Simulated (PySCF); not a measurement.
C₅H₅F (charge +1 and doublet state).
Cartesian coordinates in Å at the GFN2-xTB level; atoms count from 1:
```
atom  x, y, z in Å
C1     2.9723   -0.5111    0.0163
C2     1.8476   -0.0577    0.1449
C3     0.5748    0.4435    0.2858
C4    -0.5572   -0.2253   -0.1746
C5    -1.9247    0.2419   -0.0613
F6    -0.3864   -1.3800   -0.7670
H7     3.9548   -0.8887   -0.0870
H8     0.4602    1.4015    0.7792
H9    -2.0079    1.2038    0.4356
H10   -2.5370   -0.5091    0.4579
H11   -2.3912    0.2839   -1.0558
```

Identity: `[CH+]=[C]/C=C(/C)F` [radical] (charge +1).

Computed with PySCF 2.14.0, UKS B3LYP, pcH-1 on C F H, non-relativistic, mean-field spin-orbit, GIAO. Geometry: GFN2-xTB; no solvent, vibrations or thermal averaging. The geometry wasn't refined by DFT: couplings that depend on bond lengths, twists or pyramidal angles can differ widely from those at the functional's own minimum, by a factor of two or more for some ions and for spin on atoms past the first row. Stability of the SCF solution: not tested.

Problem. Give the principal g shifts and their parts.

Solution. 
| Δg (ppm) | 1 | 2 | 3 |
| --- | --- | --- | --- |
| relativistic mass correction | -165 | -165 | -165 |
| gauge correction | -3 | 31 | 36 |
| orbital Zeeman/spin–orbit | -27 | 1758 | 2958 |
| total | -195 | 1624 | 2829 |

So g = 2.00212, 2.00394, 2.00515 and g_iso = 2.00374; the tensor is rhombic: the two nearest values differ by 40 % of g3 − g1. Axes: g2 points within 12° of the C3–H8 bond and g3 points within 14° of the C4–C5 bond.

Problem. What are the electron Larmor frequencies g μB B/h along the three axes at 330 mT?

Solution. 9.2473, 9.2557, 9.2613 GHz for g1, g2 and g3, a range of 14.0 MHz.

Problem. What effective moment and Curie constant follow for a powder?

Solution. With the mean of g² = 4.0150 and S(S+1) = 0.75: μ_eff = √(⟨g²⟩S(S+1)) = 1.735 μB and χT = 0.12505·⟨g²⟩·S(S+1) = 0.377 cm³ K/mol (cgs; spin-Hamiltonian part alone).

Problem. At 93.835 GHz, how far is the centre of the isotropic spectrum from where a free electron (g = 2.002319) resonates?

Solution. B = hν/(g μB) with μB/h = 13.99624 MHz/mT gives 3348.27 mT for the free electron and 3345.89 mT at g_iso, 2.37 mT lower.

Problem. In a frozen sample, at which fields do the three g values resonate at 9.5, 34, 94 and 263 GHz (hyperfine left aside), and which band first spreads them over more than twice a line width of 0.5 mT?

Solution. 
```tsv
band	GHz	B(g3) mT	B(g2) mT	B(g1) mT	spread mT
X	9.5	338.51	338.71	339.02	0.51
Q	34.0	1211.49	1212.22	1213.32	1.83
W	94.0	3349.42	3351.44	3354.48	5.06
J	263.0	9371.25	9376.89	9385.41	14.15
```

The spread grows in proportion to the frequency. Q band is the first where it exceeds 1.0 mT.

The Mulliken spin populations are largest on C1 (+0.47), C3 (+0.29) and C4 (+0.24). Three atoms exceed +0.15.

The HOMO–LUMO gaps are 5.49 eV among the α and 3.17 eV among the β orbitals.

The SMILES draws the unpaired electron on C2; the largest computed Mulliken spin population is on C1 (0.47 against -0.05).
